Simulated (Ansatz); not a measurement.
```yaml
crystal:
  periodic: [false, false, false]
  atoms:
    - {symbol: N, position_ang: [0.034020, 0.704067, 0.414229]}
    - {symbol: C, position_ang: [-0.039908, 0.120505, -0.104894]}
    - {symbol: C, position_ang: [0.058871, -0.740160, -0.002564]}
    - {symbol: O, position_ang: [0.043793, -1.333368, -0.137831]}
    - {symbol: H, position_ang: [-0.051301, 1.221602, -0.080729]}
basis:
  gaussian: {orbitals: "6-31G*"}
total_charge: 1
magnetization: {spin_polarized: true, initial_magnetization: 1}
hamiltonian: {xc: {name: r2SCANh}, dispersion: d3bjatm}
```

```sh
$ ansatz run in.yaml --threads 2 --pin off --events-out ev --progress --plain --max-ram 4352MiB
```

Shortened log:

```
Functional definition: r2SCANh
577 factors; integrals over basis functions are off by at most 2.9e-4 eV
mean field evaluation 1: about -5464.9861 eV, gradient 7.5e1 eV
mean field evaluation 2: about -5475.4465 eV, gradient 4.9e1 eV
mean field evaluation 4: about -5482.8319 eV, gradient 1.6e0 eV
mean field evaluation 8: about -5483.0854 eV, gradient 1.0e-1 eV
mean field evaluation 16: about -5483.0855 eV, gradient 7.3e-5 eV
a density is far from that of the atoms, so the factors are made again for it
629 factors; integrals over basis functions are off by at most 2.6e-4 eV
mean field -5483.08541546 eV, -201.4996724495 hartree, gradient 1.2e-5 eV, S^2 0.751988; 0 other end points of the search recorded, 0 dependent functions left out
reference -5483.08541907 eV, -201.4996725820 hartree; 14, 13 occupied and 48, 49 virtual orbitals, 629 factors
Total energy: -5483.10159705 eV, -201.5002671119 hartree
```

In this input the geometry is squeezed to about two thirds of its size. The calculation finished and met its thresholds. The result belongs to that input, not to the molecule as meant.
